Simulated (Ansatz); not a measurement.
BH$_{2}$⁻, triplet: the ladder up to full CI

Geometry: a point of a stretch scan, not a stationary point.

```xyz
3

B     0.0000   -0.1059    0.0503
H     0.0000    0.7211   -1.6813
H     0.0000    0.4152    1.1414
```

Basis aug-cc-pVDZ; Ansatz 0.2.0. Correlated methods freeze the noble-gas cores, which leaves 6 electrons in 40 orbitals. R marks a restricted (for open shells ROHF) determinant, U an unrestricted one. Active spaces: pair = (4e, 4o) about the gap; valence = (6e, 6o) chosen from the atoms' valence shells.

Full CI is exact within this basis and frozen core; it isn't the basis-set limit. The frozen core follows each run's orbitals, which can shift R against U totals by a few meV.

For open shells CISD is restricted-active-space CI with the open shells as a complete middle space.

* UHF ⟨S²⟩: 2.020
* T1 diagnostic (RCCSD): 0.0404
* largest doubles amplitude (RCCSD): 0.069
* T1 diagnostic (UCCSD): 0.0376

```json
{"level": "RHF", "E − E(full CI) (kJ/mol)": "318.7", "share of correlation (%)": "0.00", "wall time": "–"}
{"level": "UHF", "E − E(full CI) (kJ/mol)": "312.4", "share of correlation (%)": "1.97", "wall time": "–"}
{"level": "RMP2", "E − E(full CI) (kJ/mol)": "83.7", "share of correlation (%)": "73.72", "wall time": "–"}
{"level": "UMP2", "E − E(full CI) (kJ/mol)": "84.2", "share of correlation (%)": "73.59", "wall time": "–"}
{"level": "CISD", "E − E(full CI) (kJ/mol)": "25.4", "share of correlation (%)": "92.02", "wall time": "0.81 s"}
{"level": "RCCSD", "E − E(full CI) (kJ/mol)": "14.4", "share of correlation (%)": "95.48", "wall time": "–"}
{"level": "UCCSD", "E − E(full CI) (kJ/mol)": "14.5", "share of correlation (%)": "95.44", "wall time": "–"}
{"level": "RCCSD(T)", "E − E(full CI) (kJ/mol)": "3.7", "share of correlation (%)": "98.84", "wall time": "2.5 s"}
{"level": "UCCSD(T)", "E − E(full CI) (kJ/mol)": "3.8", "share of correlation (%)": "98.81", "wall time": "2.7 s"}
{"level": "BCCD(T)", "E − E(full CI) (kJ/mol)": "3.8", "share of correlation (%)": "98.80", "wall time": "1.9 s"}
{"level": "RCCSDT", "E − E(full CI) (kJ/mol)": "0.4", "share of correlation (%)": "99.86", "wall time": "–"}
{"level": "UCCSDT", "E − E(full CI) (kJ/mol)": "0.4", "share of correlation (%)": "99.87", "wall time": "–"}
{"level": "RCCSDT(Q)", "E − E(full CI) (kJ/mol)": "0.1", "share of correlation (%)": "99.97", "wall time": "8.5 s"}
{"level": "UCCSDT(Q)", "E − E(full CI) (kJ/mol)": "0.1", "share of correlation (%)": "99.98", "wall time": "8 s"}
{"level": "RCCSDTQ", "E − E(full CI) (kJ/mol)": "0.0", "share of correlation (%)": "100.00", "wall time": "14 s (H100)"}
{"level": "CASSCF (pair space)", "E − E(full CI) (kJ/mol)": "251.4", "share of correlation (%)": "21.12", "wall time": "–"}
{"level": "NEVPT2 (pair space)", "E − E(full CI) (kJ/mol)": "69.8", "share of correlation (%)": "78.10", "wall time": "0.36 s"}
{"level": "MRCISD (pair space)", "E − E(full CI) (kJ/mol)": "17.2", "share of correlation (%)": "94.59", "wall time": "–"}
{"level": "MRCISD+Q (pair space)", "E − E(full CI) (kJ/mol)": "1.6", "share of correlation (%)": "99.49", "wall time": "0.66 s"}
{"level": "CASSCF (valence space)", "E − E(full CI) (kJ/mol)": "210.2", "share of correlation (%)": "34.04", "wall time": "–"}
{"level": "NEVPT2 (valence space)", "E − E(full CI) (kJ/mol)": "68.9", "share of correlation (%)": "78.37", "wall time": "0.48 s"}
{"level": "NEVPT4(SD) (valence space)", "E − E(full CI) (kJ/mol)": "12.9", "share of correlation (%)": "95.96", "wall time": "0.78 s"}
{"level": "MRCISD (valence space)", "E − E(full CI) (kJ/mol)": "13.7", "share of correlation (%)": "95.71", "wall time": "–"}
{"level": "MRCISD+Q (valence space)", "E − E(full CI) (kJ/mol)": "2.1", "share of correlation (%)": "99.34", "wall time": "0.9 s"}
```

The correlation energy at full CI, counted from RHF, is -3.303 eV. That run took 15 s on 2 threads of AMD EPYC 7R13 with a shared H100 80 GB, shared host over 48,616,238 determinants.

Times hold each run's SCF and search for its determinant on a shared host, so for small cases they say little of a method's own cost; rows without a card ran on 1 thread of AMD EPYC 7R13. Some runs computed forces too.

The full-CI state has the irrep A'' of Cs, in the program's axes.

Natural occupations of full CI about the gap: 1.949 1.890 0.985 0.975 0.076 0.022 0.020 0.015 0.012 0.011; effectively unpaired electrons, Σ n²(2−n)², 2.08.
